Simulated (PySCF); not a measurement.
Species: 3-chloro-1-butyne, C4H5Cl.
Cartesian coordinates in Å at the PBE0-D3(BJ)/def2-TZVP level; atoms count from 1:
```xyz
10
C4H5Cl angstrom
C      2.2732    0.2909    0.0776
C      1.0836    0.3696    0.2083
C     -0.3553    0.4233    0.3606
C     -1.0613   -0.7272   -0.3307
Cl    -0.9783    1.9927   -0.2761
H      3.3298    0.2294   -0.0345
H     -0.6056    0.4411    1.4228
H     -0.8422   -0.7188   -1.3983
H     -0.7127   -1.6723    0.0910
H     -2.1388   -0.6460   -0.1872
```

Method used: PBE0-D3(BJ)/def2-TZVP geometry optimisation, gas phase (PySCF).

Take the most abundant isotopes and a rigid rotor. 

Give the principal moments of inertia and the rotational constants in GHz.

Ia = 84.60, Ib = 168.96, Ic = 238.34 u·Å²; 505379 MHz·u·Å²/I gives 5974, 2991 and 2120 MHz, that is A = 5.9737, B = 2.9912, C = 2.1204 GHz.

What kind of rotor is it?

An asymmetric top. Ray's parameter κ = (2B − A − C)/(A − C) = -0.548; −1 is the prolate and +1 the oblate limit.

What does the inertial defect say?

Not planar: Δ = Ic − Ia − Ib = -15.21 u·Å². For a rigid frame Δ = −2 Σ m c², so Σ m c² = 7.61 u·Å² lies off the ab plane: 4.18 from hydrogen and 3.42 from heavier atoms. The atom farthest from that plane is 1.52 Å away.

Give the other two planar moments, Paa and Pbb, and the rms extents of the mass along the axes.

Paa = Σ m a² = (Ib + Ic − Ia)/2 = 161.35 and Pbb = Σ m b² = (Ia + Ic − Ib)/2 = 76.99 u·Å². With the mass M = 88.01 u, the rms extents √(P/M) along a, b and c are 1.35, 0.94, 0.29 Å.

List the rotational levels J(Ka,Kc) to J = 5 (K).

Above 0(0,0), as E/k:
J = 1: 1(0,1) 0.245, 1(1,1) 0.388, 1(1,0) 0.430
J = 2: 2(0,2) 0.728, 2(1,2) 0.837, 2(1,1) 0.963, 2(2,1) 1.392, 2(2,0) 1.400
J = 3: 3(0,3) 1.434, 3(1,3) 1.506, 3(1,2) 1.756, 3(2,2) 2.128, 3(2,1) 2.166, 3(3,1) 2.953, 3(3,0) 2.954
J = 4: 4(0,4) 2.349, 4(1,4) 2.390, 4(1,3) 2.802, 4(2,3) 3.103, 4(2,2) 3.207, 4(3,2) 3.947, 4(3,1) 3.954, 4(4,1) 5.084, 4(4,0) 5.084
J = 5: 5(0,5) 3.465, 5(1,5) 3.486, 5(1,4) 4.088, 5(2,4) 4.312, 5(2,3) 4.526, 5(3,3) 5.193, 5(3,2) 5.218, 5(4,2) 6.328, 5(4,1) 6.329, 5(5,1) 7.788, 5(5,0) 7.788
Those of J = 1 are B + C, A + C and A + B.

Which lines would a microwave search look for?

The dipole components are |μa| = 1.16 D, |μb| = 1.43 D, |μc| = 0.44 D. The squared components, which scale the intensities, stand as 0.66 : 1.00 : 0.10 (a : b : c). Some lines, for components of 0.1 D or more:

```
type  branch         J(Ka,Kc)    MHz  lower level (cm⁻¹)
   c       Q  3(1,3) ← 3(0,3)   1498               0.997
   a       Q  2(1,1) ← 2(1,2)   2612               0.582
   b       Q  1(1,0) ← 1(0,1)   3853               0.171
   b       R  2(0,2) ← 1(1,1)   7076               0.270
   b       R  1(1,1) ← 0(0,0)   8094               0.000
   a       R  2(1,1) ← 1(1,0)  11094               0.299
   b       R  2(1,2) ← 1(0,1)  12335               0.171
   b       R  3(0,3) ← 2(1,2)  12436               0.582
   c       R  2(1,1) ← 1(0,1)  14947               0.171
   a       R  3(2,2) ← 2(2,1)  15335               0.968
   b       Q  3(3,0) ← 3(2,1)  16418               1.505
   b       Q  3(3,1) ← 3(2,2)  17184               1.479
   a       R  4(3,2) ← 3(3,1)  20724               2.052
   c       R  3(1,2) ← 2(0,2)  21415               0.506
   b       Q  4(4,1) ← 4(3,2)  23682               2.744
   c       R  3(2,1) ← 2(1,1)  25069               0.669
   b       R  3(2,1) ← 2(1,2)  27681               0.582
   b       R  4(2,3) ← 3(1,2)  28073               1.220
   c       R  3(3,0) ← 2(2,0)  32374               0.973
   b       R  4(3,2) ← 3(2,1)  37122               1.505
```

Estimate the classical rotational partition function at 10 K, 25 K and 500 K.

Point group C1, symmetry number σ = 1; q = (√π/σ)·√((kT/h)³/(ABC)), k/h = 20836.6 MHz/K: 866 at 10 K, 3420 at 25 K, 306000 at 500 K.

Stationary, but not proved a minimum. Constants of a rigid frame at the computed geometry: no zero-point averaging, no centrifugal distortion. A rigid rotor knows nothing of internal rotation, which can split or shift real lines. Quadrupole hyperfine structure (35Cl) is left out.

The run took 95 s of wall time on an Intel Xeon Platinum 8488C with one thread, no GPU (shared host), and the process peaked at 0.79 GiB of memory. That covers the optimisation of the geometry.
